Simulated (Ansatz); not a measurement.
System: fcc Pd. Method: LDA in Ansatz (plane waves, PAW).

Settings: plane-wave cutoff 520 eV, 20×20×20 k mesh, Fermi–Dirac smearing 0.1 eV, perturbation theory, scalar-relativistic PAW data made under PBE.

Computed at the level's own relaxed cell.

```xyz
1
Lattice="0.0000 1.9198 1.9198 1.9198 0.0000 1.9198 1.9198 1.9198 0.0000" Properties=species:S:1:pos:R:3 pbc="T T T"
Pd     0.0000     0.0000     0.0000
```

Harmonic phonon frequencies (cm⁻¹; i marks an imaginary mode):

```json
[
 {"q point": "X", "frequencies": "165 165 236"},
 {"q point": "L", "frequencies": "117 117 244"},
 {"q point": "W", "frequencies": "___"}
]
```

**Question.** What belongs in the gaps?

**Answer.** 
- W, frequencies: 155 199 199

No imaginary mode appears at these points.

Ansatz is an electronic-structure program.
